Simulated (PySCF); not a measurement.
Molecule: SMILES C(C)(C)(C)C#N, C5H9N.

Molfile (atoms numbered from 1):
```
C5H9N
     RDKit          3D

 15 14  0  0  0  0  0  0  0  0999 V2000
    0.8157    1.2387    0.0526 C   0  0  0  0  0  0  0  0  0  0  0  0
   -0.1216    0.0276    0.1502 C   0  0  0  0  0  0  0  0  0  0  0  0
   -0.9596   -0.1059   -1.1280 C   0  0  0  0  0  0  0  0  0  0  0  0
    0.6863   -1.2545    0.3956 C   0  0  0  0  0  0  0  0  0  0  0  0
   -1.0312    0.2317    1.2892 C   0  0  0  0  0  0  0  0  0  0  0  0
   -1.7422    0.3870    2.1895 N   0  0  0  0  0  0  0  0  0  0  0  0
    0.2486    2.1677   -0.1054 H   0  0  0  0  0  0  0  0  0  0  0  0
    1.4147    1.3524    0.9678 H   0  0  0  0  0  0  0  0  0  0  0  0
    1.5030    1.1044   -0.7968 H   0  0  0  0  0  0  0  0  0  0  0  0
   -1.6447   -0.9640   -1.0669 H   0  0  0  0  0  0  0  0  0  0  0  0
   -0.2924   -0.2564   -1.9906 H   0  0  0  0  0  0  0  0  0  0  0  0
   -1.5573    0.7997   -1.3074 H   0  0  0  0  0  0  0  0  0  0  0  0
    1.2812   -1.1793    1.3173 H   0  0  0  0  0  0  0  0  0  0  0  0
    0.0264   -2.1300    0.4815 H   0  0  0  0  0  0  0  0  0  0  0  0
    1.3731   -1.4193   -0.4485 H   0  0  0  0  0  0  0  0  0  0  0  0
  1  2  1  0
  2  3  1  0
  2  4  1  0
  2  5  1  0
  5  6  3  0
  1  7  1  0
  1  8  1  0
  1  9  1  0
  3 10  1  0
  3 11  1  0
  3 12  1  0
  4 13  1  0
  4 14  1  0
  4 15  1  0
M  END
```

Spin–spin couplings on one PBE0-D3(BJ)/def2-SVP geometry, PySCF, gas phase, non-relativistic, equivalent pairs averaged (spin–dipole term only in couplings to heteroatoms); isotopes $^{13}$C, $^{1}$H, $^{15}$N; functional B3LYP.

Q: How do the couplings (Hz) change with the basis set? Times are CPU seconds on shared hosts with different chips, so compare them loosely. Far from the basis limit: 6-31G*, pcJ-0, 6-31G-J, def2-TZVP, cc-pVTZ.

A: 
| basis set | functions | $^{1}J$(C1,H7) | $^{1}J$(C2,C5) | $^{1}J$(C1,C2) | $^{1}J$(C5,N6) | $^{2}J$(H7,H8) | $^{2}J$(C1,C5) | $^{2}J$(C2,N6) | core-s |
| --- | --- | --- | --- | --- | --- | --- | --- | --- | --- |
| 6-31G* | 102 | 144.8 | 74.0 | 48.3 | -17.6 | -15.3 | -2.9 | 2.8 | 12 |
| pcJ-0 | 105 | 117.8 | 44.8 | 26.7 | 5.4 | -13.4 | -2.4 | 4.5 | 11 |
| 6-31G-J | 108 | 139.9 | 60.7 | 36.7 | -7.0 | -16.6 | -1.2 | 4.5 | 13 |
| def2-TZVP | 240 | 128.1 | 59.0 | 34.7 | -13.7 | -11.6 | -0.5 | 3.6 | 44 |
| pcJ-1 | 252 | 136.2 | 61.9 | 35.9 | -17.1 | -13.8 | -1.1 | 3.2 | 42 |
| cc-pVTZ | 306 | 121.0 | 56.1 | 29.8 | -41.4 | -11.1 | -0.8 | 3.4 | 64 |

The Fermi-contact term samples the wavefunction at the nucleus, which is why sets with added tight s functions (names with J) are made for couplings.
